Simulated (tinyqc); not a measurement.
RHF in the sto-3g basis, for BH3, spin multiplicity 1, step by step (part 2 of 2). Computed by tinyqc, a small Python program that keeps every step (integrals from PySCF). Command: `OMP_NUM_THREADS=1 python tinyqc.py 30938 30939 out.jsonl` (the two numbers bound the seeds that draw the settings). One thread of a shared host (Intel(R) Xeon(R) Processor @ 2.60GHz), about 0.08 s of CPU time with the checks.

Geometry (angstrom):
```
atom         x         y        z
B      0.00000   0.00000  0.04500
H      1.18700   0.00000  0.00000
H     -0.59300   1.02800  0.00000
H     -0.59300  -1.02800  0.00000
```

## Iteration 1: diagonalisation and new density

Fock matrix F (hartree), order 1B 1s, 1B 2s, 1B 2px, 1B 2py, 1B 2pz, 2H 1s, 3H 1s, 4H 1s:
$$\begin{pmatrix}
-6.14714 & -1.89292 & 0.00000 & 0.00000 & -0.00263 & -0.48716 & -0.48741 & -0.48741 \\
-1.89292 & -0.71173 & -0.00006 & 0.00000 & 0.03022 & -0.36948 & -0.36957 & -0.36957 \\
0.00000 & -0.00006 & 0.13880 & 0.00000 & -0.00001 & -0.18146 & 0.09064 & 0.09064 \\
0.00000 & 0.00000 & 0.00000 & 0.13859 & 0.00000 & 0.00000 & -0.15718 & 0.15718 \\
-0.00263 & 0.03022 & -0.00001 & 0.00000 & 0.75496 & 0.01164 & 0.01165 & 0.01165 \\
-0.48716 & -0.36948 & -0.18146 & 0.00000 & 0.01164 & -0.07587 & -0.12054 & -0.12054 \\
-0.48741 & -0.36957 & 0.09064 & -0.15718 & 0.01165 & -0.12054 & -0.07588 & -0.12048 \\
-0.48741 & -0.36957 & 0.09064 & 0.15718 & 0.01165 & -0.12054 & -0.12048 & -0.07588
\end{pmatrix}$$

X, order 1B 1s, 1B 2s, 1B 2px, 1B 2py, 1B 2pz, 2H 1s, 3H 1s, 4H 1s:
$$\begin{pmatrix}
1.03356 & -0.18173 & -0.00001 & 0.00000 & 0.00153 & 0.02793 & 0.02793 & 0.02793 \\
-0.18173 & 1.44362 & 0.00002 & 0.00000 & -0.01571 & -0.35131 & -0.35143 & -0.35143 \\
-0.00001 & 0.00002 & 1.21278 & 0.00000 & 0.00000 & -0.36538 & 0.18262 & 0.18262 \\
0.00000 & 0.00000 & 0.00000 & 1.21308 & 0.00000 & 0.00000 & -0.31665 & 0.31665 \\
0.00153 & -0.01571 & 0.00000 & 0.00000 & 1.00059 & 0.01335 & 0.01336 & 0.01336 \\
0.02793 & -0.35131 & -0.36538 & 0.00000 & 0.01335 & 1.27700 & -0.01712 & -0.01712 \\
0.02793 & -0.35143 & 0.18262 & -0.31665 & 0.01336 & -0.01712 & 1.27717 & -0.01721 \\
0.02793 & -0.35143 & 0.18262 & 0.31665 & 0.01336 & -0.01712 & -0.01721 & 1.27717
\end{pmatrix}$$

D at the start, order 1B 1s, 1B 2s, 1B 2px, 1B 2py, 1B 2pz, 2H 1s, 3H 1s, 4H 1s:
$$\begin{pmatrix}
2.17907 & -0.70923 & -0.00004 & 0.00000 & 0.03979 & 0.06847 & 0.06843 & 0.06843 \\
-0.70923 & 2.74171 & 0.00021 & 0.00000 & -0.16393 & -0.22427 & -0.22412 & -0.22412 \\
-0.00004 & 0.00021 & 2.47829 & 0.00000 & 0.00003 & -0.37949 & 0.18957 & 0.18957 \\
0.00000 & 0.00000 & 0.00000 & 2.47908 & 0.00000 & 0.00000 & -0.32894 & 0.32894 \\
0.03979 & -0.16393 & 0.00003 & 0.00000 & 0.00980 & 0.01339 & 0.01339 & 0.01339 \\
0.06847 & -0.22427 & -0.37949 & 0.00000 & 0.01339 & 0.07651 & -0.01064 & -0.01064 \\
0.06843 & -0.22412 & 0.18957 & -0.32894 & 0.01339 & -0.01064 & 0.07652 & -0.01077 \\
0.06843 & -0.22412 & 0.18957 & 0.32894 & 0.01339 & -0.01064 & -0.01077 & 0.07652
\end{pmatrix}$$

overlap S, order 1B 1s, 1B 2s, 1B 2px, 1B 2py, 1B 2pz, 2H 1s, 3H 1s, 4H 1s:
$$\begin{pmatrix}
1.00000 & 0.26933 & 0.00000 & 0.00000 & 0.00000 & 0.06682 & 0.06686 & 0.06686 \\
0.26933 & 1.00000 & 0.00000 & 0.00000 & 0.00000 & 0.47698 & 0.47709 & 0.47709 \\
0.00000 & 0.00000 & 1.00000 & 0.00000 & 0.00000 & 0.48853 & -0.24415 & -0.24415 \\
0.00000 & 0.00000 & 0.00000 & 1.00000 & 0.00000 & 0.00000 & 0.42324 & -0.42324 \\
0.00000 & 0.00000 & 0.00000 & 0.00000 & 1.00000 & -0.01852 & -0.01853 & -0.01853 \\
0.06682 & 0.47698 & 0.48853 & 0.00000 & -0.01852 & 1.00000 & 0.10876 & 0.10876 \\
0.06686 & 0.47709 & -0.24415 & 0.42324 & -0.01853 & 0.10876 & 1.00000 & 0.10867 \\
0.06686 & 0.47709 & -0.24415 & -0.42324 & -0.01853 & 0.10876 & 0.10867 & 1.00000
\end{pmatrix}$$

Diagonalise F' = X^T F X, C = X C', fill 4 alpha and 4 beta electrons from the bottom; D = 2 C_occ C_occ^T; the new density keeps 0.5 of the old one (damping). Each column has its largest component positive (the first on a tie).

F' = X^T F X (hartree):
$$\begin{pmatrix}
-5.95302 & -1.11318 & -0.00002 & 0.00000 & -0.00400 & -0.06962 & -0.06972 & -0.06972 \\
-1.11318 & 0.12675 & -0.00003 & 0.00000 & 0.00955 & -0.34175 & -0.34188 & -0.34188 \\
-0.00002 & -0.00003 & 0.45421 & 0.00000 & -0.00001 & -0.40371 & 0.20176 & 0.20176 \\
0.00000 & 0.00000 & 0.00000 & 0.45439 & 0.00000 & 0.00000 & -0.34983 & 0.34983 \\
-0.00400 & 0.00955 & -0.00001 & 0.00000 & 0.75597 & 0.01721 & 0.01722 & 0.01722 \\
-0.06962 & -0.34175 & -0.40371 & 0.00000 & 0.01721 & 0.31037 & -0.04950 & -0.04950 \\
-0.06972 & -0.34188 & 0.20176 & -0.34983 & 0.01722 & -0.04950 & 0.31059 & -0.04960 \\
-0.06972 & -0.34188 & 0.20176 & 0.34983 & 0.01722 & -0.04950 & -0.04960 & 0.31059
\end{pmatrix}$$

orbital energies (hartree): MO1 -6.15825, MO2 -0.29310, MO3 -0.08968, MO4 -0.08955, MO5 0.75479, MO6 0.83769, MO7 0.90367, MO8 0.90426

coefficients C, order 1B 1s, 1B 2s, 1B 2px, 1B 2py, 1B 2pz, 2H 1s, 3H 1s, 4H 1s:
$$\begin{pmatrix}
0.98594 & -0.23378 & 0.00000 & 0.00010 & -0.04782 & -0.27313 & 0.00013 & 0.00000 \\
0.05613 & 0.52665 & 0.00000 & -0.00023 & 0.22819 & 1.46805 & -0.00080 & 0.00000 \\
0.00000 & 0.00017 & 0.00000 & 0.48478 & 0.00009 & 0.00070 & 1.19834 & 0.00000 \\
0.00000 & 0.00000 & 0.48481 & 0.00000 & 0.00000 & 0.00000 & 0.00000 & 1.19877 \\
-0.00030 & -0.02101 & 0.00000 & 0.00002 & 0.98419 & -0.18137 & 0.00003 & 0.00000 \\
-0.00969 & 0.29462 & 0.00000 & 0.53605 & -0.09355 & -0.73769 & -0.98082 & 0.00000 \\
-0.00969 & 0.29448 & 0.46413 & -0.26807 & -0.09347 & -0.73722 & 0.49088 & -0.85003 \\
-0.00969 & 0.29448 & -0.46413 & -0.26807 & -0.09347 & -0.73722 & 0.49088 & 0.85003
\end{pmatrix}$$

D after iteration 1, order 1B 1s, 1B 2s, 1B 2px, 1B 2py, 1B 2pz, 2H 1s, 3H 1s, 4H 1s:
$$\begin{pmatrix}
2.11627 & -0.42240 & -0.00001 & 0.00000 & 0.02451 & -0.04414 & -0.04420 & -0.04420 \\
-0.42240 & 1.65136 & 0.00008 & 0.00000 & -0.09305 & 0.04235 & 0.04254 & 0.04254 \\
-0.00001 & 0.00008 & 1.47415 & 0.00000 & 0.00002 & 0.07016 & -0.03512 & -0.03512 \\
0.00000 & 0.00000 & 0.00000 & 1.47458 & 0.00000 & 0.00000 & 0.06055 & -0.06055 \\
0.02451 & -0.09305 & 0.00002 & 0.00000 & 0.00534 & 0.00052 & 0.00051 & 0.00051 \\
-0.04414 & 0.04235 & 0.07016 & 0.00000 & 0.00052 & 0.41249 & -0.06217 & -0.06217 \\
-0.04420 & 0.04254 & -0.03512 & 0.06055 & 0.00051 & -0.06217 & 0.41235 & -0.06213 \\
-0.04420 & 0.04254 & -0.03512 & -0.06055 & 0.00051 & -0.06217 & -0.06213 & 0.41235
\end{pmatrix}$$

## Iteration 2: building the Fock matrix

core Hamiltonian H = T + V (hartree), order 1B 1s, 1B 2s, 1B 2px, 1B 2py, 1B 2pz, 2H 1s, 3H 1s, 4H 1s:
$$\begin{pmatrix}
-13.65773 & -3.54732 & -0.00001 & 0.00000 & 0.00212 & -0.88890 & -0.88936 & -0.88936 \\
-3.54732 & -4.70127 & -0.00006 & 0.00000 & 0.01842 & -2.03223 & -2.03280 & -2.03280 \\
-0.00001 & -0.00006 & -3.96696 & 0.00000 & 0.00000 & -1.82033 & 0.90971 & 0.90971 \\
0.00000 & 0.00000 & 0.00000 & -3.96716 & 0.00000 & 0.00000 & -1.57709 & 1.57709 \\
0.00212 & 0.01842 & 0.00000 & 0.00000 & -3.78517 & 0.07285 & 0.07287 & 0.07287 \\
-0.88890 & -2.03223 & -1.82033 & 0.00000 & 0.07285 & -3.17617 & -0.47932 & -0.47932 \\
-0.88936 & -2.03280 & 0.90971 & -1.57709 & 0.07287 & -0.47932 & -3.17650 & -0.47903 \\
-0.88936 & -2.03280 & 0.90971 & 1.57709 & 0.07287 & -0.47932 & -0.47903 & -3.17650
\end{pmatrix}$$

nuclear repulsion = 7.4554701 hartree

Given earlier and not repeated: Two-electron integrals (ij|kl) in chemists' order.

J_ij = sum D_kl (ij|kl), K_ij = sum D_kl (ik|jl); F = H + J - 0.5 K; E = tr D H + tr D J / 2 - 0.25 tr D K + E_nn.

Coulomb J (hartree), order 1B 1s, 1B 2s, 1B 2px, 1B 2py, 1B 2pz, 2H 1s, 3H 1s, 4H 1s:
$$\begin{pmatrix}
9.83825 & 2.07498 & 0.00001 & 0.00000 & -0.00546 & 0.51439 & 0.51466 & 0.51466 \\
2.07498 & 4.54361 & 0.00005 & 0.00000 & -0.02762 & 1.91693 & 1.91747 & 1.91747 \\
0.00001 & 0.00005 & 4.58807 & 0.00000 & 0.00000 & 1.85509 & -0.92710 & -0.92710 \\
0.00000 & 0.00000 & 0.00000 & 4.58813 & 0.00000 & 0.00000 & 1.60722 & -1.60722 \\
-0.00546 & -0.02762 & 0.00000 & 0.00000 & 4.44145 & -0.07708 & -0.07711 & -0.07711 \\
0.51439 & 1.91693 & 1.85509 & 0.00000 & -0.07708 & 3.37611 & 0.42712 & 0.42712 \\
0.51466 & 1.91747 & -0.92710 & 1.60722 & -0.07711 & 0.42712 & 3.37640 & 0.42685 \\
0.51466 & 1.91747 & -0.92710 & -1.60722 & -0.07711 & 0.42712 & 0.42685 & 3.37640
\end{pmatrix}$$

exchange K (hartree), order 1B 1s, 1B 2s, 1B 2px, 1B 2py, 1B 2pz, 2H 1s, 3H 1s, 4H 1s:
$$\begin{pmatrix}
5.96903 & 1.13857 & 0.00000 & 0.00000 & -0.00174 & 0.29355 & 0.29370 & 0.29370 \\
1.13857 & 1.51168 & 0.00001 & 0.00000 & -0.06303 & 0.71449 & 0.71470 & 0.71470 \\
0.00000 & 0.00001 & 1.31602 & 0.00000 & 0.00001 & 0.65099 & -0.32535 & -0.32535 \\
0.00000 & 0.00000 & 0.00000 & 1.31620 & 0.00000 & 0.00000 & 0.56397 & -0.56397 \\
-0.00174 & -0.06303 & 0.00001 & 0.00000 & 0.33919 & -0.03435 & -0.03437 & -0.03437 \\
0.29355 & 0.71449 & 0.65099 & 0.00000 & -0.03435 & 0.88867 & 0.17613 & 0.17613 \\
0.29370 & 0.71470 & -0.32535 & 0.56397 & -0.03437 & 0.17613 & 0.88883 & 0.17602 \\
0.29370 & 0.71470 & -0.32535 & -0.56397 & -0.03437 & 0.17613 & 0.17602 & 0.88883
\end{pmatrix}$$

Fock matrix F (hartree), order 1B 1s, 1B 2s, 1B 2px, 1B 2py, 1B 2pz, 2H 1s, 3H 1s, 4H 1s:
$$\begin{pmatrix}
-6.80399 & -2.04163 & 0.00000 & 0.00000 & -0.00247 & -0.52129 & -0.52155 & -0.52155 \\
-2.04163 & -0.91350 & -0.00002 & 0.00000 & 0.02232 & -0.47255 & -0.47268 & -0.47268 \\
0.00000 & -0.00002 & -0.03689 & 0.00000 & -0.00001 & -0.29074 & 0.14528 & 0.14528 \\
0.00000 & 0.00000 & 0.00000 & -0.03713 & 0.00000 & 0.00000 & -0.25186 & 0.25186 \\
-0.00247 & 0.02232 & -0.00001 & 0.00000 & 0.48668 & 0.01294 & 0.01295 & 0.01295 \\
-0.52129 & -0.47255 & -0.29074 & 0.00000 & 0.01294 & -0.24440 & -0.14026 & -0.14026 \\
-0.52155 & -0.47268 & 0.14528 & -0.25186 & 0.01295 & -0.14026 & -0.24451 & -0.14020 \\
-0.52155 & -0.47268 & 0.14528 & 0.25186 & 0.01295 & -0.14026 & -0.14020 & -0.24451
\end{pmatrix}$$

total energy of this density = -24.9636318 hartree

This density is a damped mixture and is not idempotent.

## Iteration 2: diagonalisation and new density

As before.

F' = X^T F X (hartree):
$$\begin{pmatrix}
-6.60877 & -1.15208 & -0.00002 & 0.00000 & -0.00262 & -0.07151 & -0.07161 & -0.07161 \\
-1.15208 & -0.01343 & 0.00001 & 0.00000 & 0.00052 & -0.37534 & -0.37547 & -0.37547 \\
-0.00002 & 0.00001 & 0.31126 & 0.00000 & -0.00001 & -0.44890 & 0.22435 & 0.22435 \\
0.00000 & 0.00000 & 0.00000 & 0.31142 & 0.00000 & 0.00000 & -0.38896 & 0.38896 \\
-0.00262 & 0.00052 & -0.00001 & 0.00000 & 0.48769 & 0.01693 & 0.01694 & 0.01694 \\
-0.07151 & -0.37534 & -0.44890 & 0.00000 & 0.01693 & 0.18225 & -0.04822 & -0.04822 \\
-0.07161 & -0.37547 & 0.22435 & -0.38896 & 0.01694 & -0.04822 & 0.18237 & -0.04833 \\
-0.07161 & -0.37547 & 0.22435 & 0.38896 & 0.01694 & -0.04822 & -0.04833 & 0.18237
\end{pmatrix}$$

orbital energies (hartree): MO1 -6.81202, MO2 -0.48427, MO3 -0.28049, MO4 -0.28032, MO5 0.48683, MO6 0.76078, MO7 0.82205, MO8 0.82260

coefficients C, order 1B 1s, 1B 2s, 1B 2px, 1B 2py, 1B 2pz, 2H 1s, 3H 1s, 4H 1s:
$$\begin{pmatrix}
0.98862 & -0.23082 & 0.00000 & 0.00004 & -0.02304 & -0.26916 & -0.00008 & 0.00000 \\
0.04607 & 0.54353 & 0.00000 & -0.00009 & 0.10141 & 1.47645 & 0.00036 & 0.00000 \\
0.00000 & 0.00006 & 0.00000 & 0.49777 & 0.00000 & -0.00024 & 1.19300 & 0.00000 \\
0.00000 & 0.00000 & 0.49777 & 0.00000 & 0.00000 & 0.00000 & 0.00000 & 1.19345 \\
-0.00018 & -0.01660 & 0.00000 & 0.00001 & 0.99604 & -0.09803 & -0.00003 & 0.00000 \\
-0.00806 & 0.28622 & 0.00000 & 0.52541 & -0.03296 & -0.74537 & -0.98716 & 0.00000 \\
-0.00806 & 0.28625 & 0.45490 & -0.26267 & -0.03296 & -0.74602 & 0.49319 & -0.85501 \\
-0.00806 & 0.28625 & -0.45490 & -0.26267 & -0.03296 & -0.74602 & 0.49319 & 0.85501
\end{pmatrix}$$

D after iteration 2, order 1B 1s, 1B 2s, 1B 2px, 1B 2py, 1B 2pz, 2H 1s, 3H 1s, 4H 1s:
$$\begin{pmatrix}
2.08878 & -0.29111 & 0.00001 & 0.00000 & 0.01591 & -0.09608 & -0.09615 & -0.09615 \\
-0.29111 & 1.12323 & 0.00002 & 0.00000 & -0.05555 & 0.17633 & 0.17651 & 0.17651 \\
0.00001 & 0.00002 & 0.98485 & 0.00000 & 0.00001 & 0.29663 & -0.14830 & -0.14830 \\
0.00000 & 0.00000 & 0.00000 & 0.98506 & 0.00000 & 0.00000 & 0.25671 & -0.25671 \\
0.01591 & -0.05555 & 0.00001 & 0.00000 & 0.00295 & -0.00449 & -0.00450 & -0.00450 \\
-0.09608 & 0.17633 & 0.29663 & 0.00000 & -0.00449 & 0.56429 & -0.08710 & -0.08710 \\
-0.09615 & 0.17651 & -0.14830 & 0.25671 & -0.00450 & -0.08710 & 0.56411 & -0.08700 \\
-0.09615 & 0.17651 & -0.14830 & -0.25671 & -0.00450 & -0.08710 & -0.08700 & 0.56411
\end{pmatrix}$$

## Iteration 33 (converged): orbitals

converged F (hartree), order 1B 1s, 1B 2s, 1B 2px, 1B 2py, 1B 2pz, 2H 1s, 3H 1s, 4H 1s:
$$\begin{pmatrix}
-7.41040 & -2.17599 & 0.00000 & 0.00000 & -0.00085 & -0.55298 & -0.55326 & -0.55326 \\
-2.17599 & -1.10325 & 0.00001 & 0.00000 & 0.01239 & -0.57099 & -0.57116 & -0.57116 \\
0.00000 & 0.00001 & -0.20259 & 0.00000 & 0.00000 & -0.39626 & 0.19804 & 0.19804 \\
0.00000 & 0.00000 & 0.00000 & -0.20283 & 0.00000 & 0.00000 & -0.34327 & 0.34327 \\
-0.00085 & 0.01239 & 0.00000 & 0.00000 & 0.23885 & 0.01169 & 0.01170 & 0.01170 \\
-0.55298 & -0.57099 & -0.39626 & 0.00000 & 0.01169 & -0.40432 & -0.15882 & -0.15882 \\
-0.55326 & -0.57116 & 0.19804 & -0.34327 & 0.01170 & -0.15882 & -0.40450 & -0.15874 \\
-0.55326 & -0.57116 & 0.19804 & 0.34327 & 0.01170 & -0.15882 & -0.15874 & -0.40450
\end{pmatrix}$$

Diagonalise F' = X^T F X, C = X C', fill 4 alpha and 4 beta electrons from the bottom; D = 2 C_occ C_occ^T. Each column has its largest component positive (the first on a tie).

F' = X^T F X (hartree):
$$\begin{pmatrix}
-7.21530 & -1.18332 & -0.00002 & 0.00000 & 0.00041 & -0.07412 & -0.07422 & -0.07422 \\
-1.18332 & -0.14350 & 0.00004 & 0.00000 & -0.00939 & -0.40915 & -0.40926 & -0.40926 \\
-0.00002 & 0.00004 & 0.17949 & 0.00000 & 0.00000 & -0.49537 & 0.24759 & 0.24759 \\
0.00000 & 0.00000 & 0.00000 & 0.17967 & 0.00000 & 0.00000 & -0.42920 & 0.42920 \\
0.00041 & -0.00939 & 0.00000 & 0.00000 & 0.23976 & 0.01461 & 0.01462 & 0.01462 \\
-0.07412 & -0.40915 & -0.49537 & 0.00000 & 0.01461 & 0.06316 & -0.04703 & -0.04703 \\
-0.07422 & -0.40926 & 0.24759 & -0.42920 & 0.01462 & -0.04703 & 0.06320 & -0.04714 \\
-0.07422 & -0.40926 & 0.24759 & 0.42920 & 0.01462 & -0.04703 & -0.04714 & 0.06320
\end{pmatrix}$$

orbital energies (hartree): MO1 -7.41597, MO2 -0.66657, MO3 -0.46296, MO4 -0.46278, MO5 0.23863, MO6 0.69392, MO7 0.75244, MO8 0.75297

coefficients C, order 1B 1s, 1B 2s, 1B 2px, 1B 2py, 1B 2pz, 2H 1s, 3H 1s, 4H 1s:
$$\begin{pmatrix}
0.99092 & -0.22825 & 0.00000 & 0.00001 & -0.01557 & -0.26337 & -0.00025 & 0.00000 \\
0.03704 & 0.55746 & 0.00000 & 0.00001 & 0.07019 & 1.47333 & 0.00127 & 0.00000 \\
0.00000 & -0.00002 & 0.00000 & 0.50746 & -0.00001 & -0.00098 & 1.18891 & 0.00000 \\
0.00000 & 0.00000 & 0.50742 & 0.00000 & 0.00000 & 0.00000 & 0.00000 & 1.18938 \\
-0.00026 & -0.00724 & 0.00000 & 0.00000 & 0.99771 & -0.08060 & -0.00006 & 0.00000 \\
-0.00638 & 0.27933 & 0.00000 & 0.51738 & -0.02284 & -0.74774 & -0.99187 & 0.00000 \\
-0.00638 & 0.27945 & 0.44796 & -0.25863 & -0.02285 & -0.74930 & 0.49484 & -0.85867 \\
-0.00638 & 0.27945 & -0.44796 & -0.25863 & -0.02285 & -0.74930 & 0.49484 & 0.85867
\end{pmatrix}$$

D after iteration 33, order 1B 1s, 1B 2s, 1B 2px, 1B 2py, 1B 2pz, 2H 1s, 3H 1s, 4H 1s:
$$\begin{pmatrix}
2.06804 & -0.18107 & 0.00002 & 0.00000 & 0.00278 & -0.14015 & -0.14022 & -0.14022 \\
-0.18107 & 0.62426 & -0.00001 & 0.00000 & -0.00809 & 0.31097 & 0.31109 & 0.31109 \\
0.00002 & -0.00001 & 0.51502 & 0.00000 & 0.00000 & 0.52509 & -0.26250 & -0.26250 \\
0.00000 & 0.00000 & 0.00000 & 0.51494 & 0.00000 & 0.00000 & 0.45460 & -0.45460 \\
0.00278 & -0.00809 & 0.00000 & 0.00000 & 0.00010 & -0.00404 & -0.00404 & -0.00404 \\
-0.14015 & 0.31097 & 0.52509 & 0.00000 & -0.00404 & 0.69150 & -0.11142 & -0.11142 \\
-0.14022 & 0.31109 & -0.26250 & 0.45460 & -0.00404 & -0.11142 & 0.69138 & -0.11128 \\
-0.14022 & 0.31109 & -0.26250 & -0.45460 & -0.00404 & -0.11142 & -0.11128 & 0.69138
\end{pmatrix}$$

## Convergence

Stop when the energy changes by less than 1e-09 hartree and every element of the error matrix X^T (F D S - S D F) X is below 9e-06.

Course of the cycle:
```
iteration  E (hartree)     change  largest element of the error matrix
1          -23.9347272          -                             7.83e-01
2          -24.9636318  -1.03e+00                             4.22e-01
3          -25.5061501  -5.43e-01                             2.15e-01
4          -25.7848059  -2.79e-01                             1.11e-01
5          -25.9260926  -1.41e-01                             5.62e-02
6          -25.9972310  -7.11e-02                             2.83e-02
7          -26.0329242  -3.57e-02                             1.42e-02
8          -26.0508018  -1.79e-02                             7.11e-03
9          -26.0597484  -8.95e-03                             3.56e-03
10         -26.0642236  -4.48e-03                             1.78e-03
11         -26.0664617  -2.24e-03                             8.90e-04
12         -26.0675809  -1.12e-03                             4.45e-04
13         -26.0681405  -5.60e-04                             2.22e-04
14         -26.0684203  -2.80e-04                             1.11e-04
...                ...        ...                                  ...
20         -26.0686958  -4.37e-06                             1.74e-06
21         -26.0686979  -2.19e-06                             8.69e-07
22         -26.0686990  -1.09e-06                             4.35e-07
23         -26.0686996  -5.47e-07                             2.17e-07
24         -26.0686999  -2.73e-07                             1.09e-07
25         -26.0687000  -1.37e-07                             5.43e-08
26         -26.0687001  -6.83e-08                             2.72e-08
27         -26.0687001  -3.42e-08                             1.36e-08
28         -26.0687001  -1.71e-08                             6.79e-09
29         -26.0687001  -8.54e-09                             3.40e-09
30         -26.0687001  -4.27e-09                             1.70e-09
31         -26.0687001  -2.13e-09                             8.49e-10
32         -26.0687001  -1.07e-09                             4.24e-10
33         -26.0687001  -5.34e-10                             2.12e-10
```

PySCF RHF in the same basis = -26.0687001 hartree

Converged in 33 iterations.

## Populations, bond orders and dipole

Mulliken: Z minus the diagonal of D S on the atom; Loewdin: the same with S^(1/2) D S^(1/2); Mayer order: 2 sum_s sum (D(s) S)_ij (D(s) S)_ji over the two atoms.

Charges (e):
```
atom  Mulliken   Loewdin
1B     0.18839   0.16846
2H    -0.06283  -0.05619
3H    -0.06278  -0.05614
4H    -0.06278  -0.05614
```

Mayer bond orders:
```
pair    order
2-1   0.99325
3-1   0.99325
3-2   0.00140
4-1   0.99325
4-2   0.00140
4-3   0.00140
```

dipole moment about the origin, x y z (debye): [-0.00061, 0.00000, 0.13631]
